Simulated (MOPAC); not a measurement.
MOPAC input (AM1):

```
AM1 PRECISE GNORM=0.05 LET XYZ UHF MS=0.5 GEO-OK AUX(PRECISION=9) THREADS=1
C3H3

C    -0.00517534 1   -0.10696577 1    0.84074838 1
C    -0.01360476 1   -0.69854769 1   -0.52112947 1
C     0.01459619 1    0.56938060 1   -0.61931483 1
H     0.91046776 1   -0.08734705 1    1.42564298 1
H    -0.92297864 1   -0.04704489 1    1.41948447 1
H     0.03761437 1    1.55118910 1   -1.04695191 1
```

Output:

```
 *******************************************************************************
 **                                                                           **
 **                              MOPAC v23.2.5                                **
 **                                                                           **
 *******************************************************************************
 ** MOPAC's Digital Object Identifier: https://doi.org/10.5281/zenodo.6511958 **
 **                                                                           **
 ** Please cite the open-source release paper for use of this MOPAC version:  **
 ** J. E. Moussa and J. J. P. Stewart (2026)                                  **
 ** MOPAC: An open-source semiempirical molecular orbital program             **
 ** J. Open Source Softw., 11(119), 8025, https://doi.org/10.21105/joss.08025 **
 *******************************************************************************

                              AM1 CALCULATION RESULTS

 *******************************************************************************
 *  AM1        - The AM1 Hamiltonian to be used
 *  GEO-OK     - OVERRIDE INTERATOMIC DISTANCE AND OTHER SAFETY CHECKS
 *  UHF        - UNRESTRICTED HARTREE-FOCK CALCULATION
 *  MS=        - IN MECI, MAGNETIC COMPONENT OF SPIN =  0.5
 *  LET        - OVERRIDE SOME SAFETY CHECKS
 *  PRECISE    - TIGHTER CRITERIA TO BE USED
 *  XYZ        - CARTESIAN COORDINATE SYSTEM TO BE USED
 *  GNORM      - EXIT WHEN GRADIENT NORM DROPS BELOW 0.050
 *  AUX        - OUTPUT AUXILIARY INFORMATION
 *******************************************************************************
AM1 PRECISE GNORM=0.05 LET XYZ UHF MS=0.5 GEO-OK AUX(PRECISION=9) THREADS=1
 C3H3

   ATOM   CHEMICAL          X               Y               Z
  NUMBER   SYMBOL      (ANGSTROMS)     (ANGSTROMS)     (ANGSTROMS)

     1       C         -0.00517534  *  -0.10696577  *   0.84074838  *
     2       C         -0.01360476  *  -0.69854769  *  -0.52112947  *
     3       C          0.01459619  *   0.56938060  *  -0.61931483  *
     4       H          0.91046776  *  -0.08734705  *   1.42564298  *
     5       H         -0.92297864  *  -0.04704489  *   1.41948447  *
     6       H          0.03761437  *   1.55118910  *  -1.04695191  *

          CARTESIAN COORDINATES

    NO.       ATOM           X           Y           Z

     1         C         -0.0052     -0.1070      0.8407
     2         C         -0.0136     -0.6985     -0.5211
     3         C          0.0146      0.5694     -0.6193
     4         H          0.9105     -0.0873      1.4256
     5         H         -0.9230     -0.0470      1.4195
     6         H          0.0376      1.5512     -1.0470

  H: (AM1): M.J.S. DEWAR ET AL, J. AM. CHEM. SOC. 107 3902-3909 (1985)
  C: (AM1): M.J.S. DEWAR ET AL, J. AM. CHEM. SOC. 107 3902-3909 (1985)

           Empirical Formula: C3 H3  =     6 atoms

      MOLECULAR POINT GROUP   :   Cs

          UHF CALCULATION, NO. OF ALPHA ELECTRONS =    8
                           NO. OF BETA  ELECTRONS =    7

          Geometry optimization using EF

          DIAGONAL MATRIX USED AS START HESSIAN

 CYCLE:     1  GRAD.:    91.478 HEAT:  148.2882
 CYCLE:     2  GRAD.:   327.557 HEAT:  170.7258
 CYCLE:     3  GRAD.:   346.867 HEAT:  167.9631
 CYCLE:     4  GRAD.:   189.858 HEAT:  157.8638
 CYCLE:     5  GRAD.:   159.421 HEAT:  153.3769
 CYCLE:     6  GRAD.:   259.601 HEAT:  161.6743
 CYCLE:     7  GRAD.:    97.416 HEAT:  150.1726
 CYCLE:     8  GRAD.:   128.162 HEAT:  151.9993
 CYCLE:     9  GRAD.:    67.671 HEAT:  146.8035
 CYCLE:    10  GRAD.:    43.599 HEAT:  146.7718
 CYCLE:    11  GRAD.:    28.554 HEAT:  146.2112
 CYCLE:    12  GRAD.:    18.614 HEAT:  146.0278
 CYCLE:    13  GRAD.:     2.734 HEAT:  145.9288
 CYCLE:    14  GRAD.:     2.241 HEAT:  145.9272
 CYCLE:    15  GRAD.:     5.515 HEAT:  145.9350
 CYCLE:    16  GRAD.:     0.636 HEAT:  145.9260
 CYCLE:    17  GRAD.:     0.282 HEAT:  145.9259
 CYCLE:    18  GRAD.:     0.020 HEAT:  145.9259

     GRADIENT =  0.01967 IS LESS THAN CUTOFF =  0.05000

 -------------------------------------------------------------------------------
 AM1 PRECISE GNORM=0.05 LET XYZ UHF MS=0.5 GEO-OK AUX(PRECISION=9) THREADS=1
 C3H3

     GEOMETRY OPTIMISED USING EIGENVECTOR FOLLOWING (EF).
     SCF FIELD WAS ACHIEVED

                              AM1 CALCULATION
                                                       MOPAC v23.2.5 Linux

          FINAL HEAT OF FORMATION =        145.92586 KCAL/MOL =     610.55379 KJ/MOL

          COSMO AREA              =         82.13 SQUARE ANGSTROMS
          COSMO VOLUME            =         65.41 CUBIC ANGSTROMS

          GRADIENT NORM           =          0.01967          =       0.00803 PER ATOM
          IONIZATION POTENTIAL    =         10.234447 EV
          ALPHA SOMO LUMO (EV)    =        -10.319  0.890
          BETA  SOMO LUMO (EV)    =        -10.234 -0.683
          NO. OF ALPHA ELECTRONS  =          8
          NO. OF BETA  ELECTRONS  =          7
          MOLECULAR WEIGHT        =         39.0567         POINT GROUP:  Cs

          MOLECULAR DIMENSIONS (Angstroms)

            Atom       Atom       Distance
            H     6    H     4     3.11348
            H     5    C     2     2.02373
            H     5    H     6     1.37626

          SCF CALCULATIONS        =         19

   ATOM   CHEMICAL          X               Y               Z
  NUMBER   SYMBOL      (ANGSTROMS)     (ANGSTROMS)     (ANGSTROMS)

     1       C         -0.00462617  *  -0.08770917  *   0.80630956  *
     2       C         -0.01424421  *  -0.72513144  *  -0.50529600  *
     3       C          0.01477665  *   0.58253494  *  -0.58913733  *
     4       H          0.91017006  *  -0.08427361  *   1.42759374  *
     5       H         -0.92256457  *  -0.04397855  *   1.42139894  *
     6       H          0.03718669  *   1.52493336  *  -1.09076516  *

                             CARTESIAN COORDINATES

   1    C       -0.004626170    -0.087709166     0.806309562
   2    C       -0.014244208    -0.725131439    -0.505295997
   3    C        0.014776649     0.582534944    -0.589137327
   4    H        0.910170061    -0.084273611     1.427593739
   5    H       -0.922564569    -0.043978546     1.421398943
   6    H        0.037186687     1.524933360    -1.090765157

           Empirical Formula: C3 H3  =     6 atoms

      MOLECULAR POINT GROUP   :   Cs

          ALPHA EIGENVALUES
 -38.33267 -23.81763 -20.30247 -15.37864 -14.83011 -13.22616 -10.68169 -10.31903
   0.89033   2.43993   3.25919   4.00080   4.19873   4.31330   5.09655

           BETA EIGENVALUES
 -37.97082 -23.65272 -19.31572 -15.21188 -13.43664 -12.53149 -10.23445  -0.68260
   1.42986   2.49642   3.97006   4.13026   4.31553   4.42571   5.16967

              NET ATOMIC CHARGES AND DIPOLE CONTRIBUTIONS

  ATOM NO.   TYPE          CHARGE      No. of ELECS.   s-Pop       p-Pop
    1          C          -0.144578        4.1446     1.23176     2.91282
    2          C          -0.016075        4.0161     1.41092     2.60515
    3          C          -0.244583        4.2446     1.27144     2.97314
    4          H           0.105023        0.8950     0.89498
    5          H           0.105018        0.8950     0.89498
    6          H           0.195194        0.8048     0.80481
 DIPOLE           X         Y         Z       TOTAL
 POINT-CHG.     0.016     0.798     0.586     0.990
 HYBRID         0.007     0.304    -0.002     0.304
 SUM            0.022     1.102     0.584     1.247

          ATOMIC ORBITAL ELECTRON POPULATIONS

     Atom    s        px        py        pz
    1  C   1.23176   1.03653   0.98104   0.89525
    2  C   1.41092   0.90131   0.82979   0.87405
    3  C   1.27144   1.07634   0.97181   0.92499
    4  H   0.89498
    5  H   0.89498
    6  H   0.80481

                    (SZ)    =    0.500000
                    (S**2)  =    0.927416

          ATOMIC ORBITAL SPIN POPULATIONS

    Atom   Total    s     px     py     pz
         Atomic
    1  C  0.2069  0.007  0.007  0.193 -0.000
    2  C  1.2203  0.207  0.391  0.448  0.174
    3  C -0.4317 -0.036 -0.397 -0.002  0.004
    4  H -0.0056 -0.006
    5  H -0.0056 -0.006
    6  H  0.0159  0.016

 **********************
 *                    *
 * JOB ENDED NORMALLY *
 *                    *
 **********************

 == MOPAC DONE ==
```

The geometry given is a B3LYP-D3(BJ)/def2-TZVP minimum.

The determinant is spin-contaminated: <S^2> is 0.93 against 0.75 for a pure state.
